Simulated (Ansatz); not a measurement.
# AlSiH3 (triplet): wave-function methods side by side at distance Al1–H4 along a hydrogen transfer = 1.706 Å, cc-pVTZ

Aim: climb from Hartree-Fock through coupled cluster and multireference methods for AlSiH3 (triplet) at one geometry and basis, and see what each rung misses.

Computed with Ansatz 0.2.0, Gaussian basis. Level: cc-pVTZ, core rule «outside noble gas», up to 10 orbitals frozen.

The runs, in order: UHF; CCSD(T) on ROHF; CCSD(T) on UHF; BCCD(T) on ROHF; CISD; CCSDT(Q) on ROHF; CCSDT(Q) on UHF; CASSCF and NEVPT2, 4 electrons in 4 orbitals.

5 further runs of the same task are left out: 5 for a known fault of the program.

### 1 The system

The geometry derives from fragments relaxed apart (PBE0/def2-TZVP) and kept rigid, so it is no stationary point. A hydrogen atom is moved between rigid fragments.

5 atoms, charge 0, spin multiplicity 3.

Atoms are counted from 1 here; the program's logs count them from 0.

Bond lengths: Al1–H2 1.586 Å, Al1–H3 1.586 Å, Al1–H4 1.706 Å. Angles: H2–Al1–H3 120.0°, H2–Al1–H4 120.0°, H3–Al1–H4 120.0°.

### 2 UHF

in.yaml reads:

```yaml
crystal:
  periodic: [false, false, false]
  atoms:
    - {symbol: Al, position_ang: [-1.873135, 0.000000, 0.000000]}
    - {symbol: H, position_ang: [-2.666058, 1.373384, 0.000000]}
    - {symbol: H, position_ang: [-2.666058, -1.373384, 0.000000]}
    - {symbol: H, position_ang: [-0.167135, 0.000000, 0.000000]}
    - {symbol: Si, position_ang: [1.996865, 0.000000, 0.000000]}
basis:
  gaussian: {orbitals: cc-pVTZ}
magnetization: {spin_polarized: true, initial_magnetization: 2}
hamiltonian: {xc: hf}
output: {orbitals: {seedname: orbitals}}
```

Launch:

```bash
$ ansatz run in.yaml --threads 1 --pin off --events-out ev --progress --plain --max-ram 4096MiB --backend cpu
```

Further steps of the session: CCSD(T) on ROHF; CCSD(T) on UHF; BCCD(T) on ROHF; CISD; CCSDT(Q) on ROHF; CCSDT(Q) on UHF; CASSCF and NEVPT2, 4 electrons in 4 orbitals.

Before running them: what should the planned runs give, taken together? Wanted: UCCSDT(Q) below the RHF energy; RMP2 from UCCSDT(Q); UMP2 from UCCSDT(Q); RCCSD from UCCSDT(Q); RCCSD(T) from UCCSDT(Q); UCCSD(T) from UCCSDT(Q); RCCSDT(Q) from UCCSDT(Q); T1 diagnostic.

The runs gave:

```
                         quantity                                value
   UCCSDT(Q) below the RHF energy                           -5.6949 eV
              RMP2 from UCCSDT(Q)                      +29.65 kcal/mol
              UMP2 from UCCSDT(Q)                      +30.07 kcal/mol
             RCCSD from UCCSDT(Q)                       +4.52 kcal/mol
          RCCSD(T) from UCCSDT(Q)                       +1.02 kcal/mol
          UCCSD(T) from UCCSDT(Q)                       +1.00 kcal/mol
         RCCSDT(Q) from UCCSDT(Q)                       +0.03 kcal/mol
levels within 1 kcal/mol (43 meV)  UCCSD(T), RCCSDT, UCCSDT, RCCSDT(Q)
                    T1 diagnostic                                0.019
```

**Reading.** RCCSD(T) misses by +1.02 kcal/mol, 0.8 % of the correlation energy. These misses are within one basis, not against nature; the frozen cores of restricted and unrestricted runs differ, which can shift their rows.
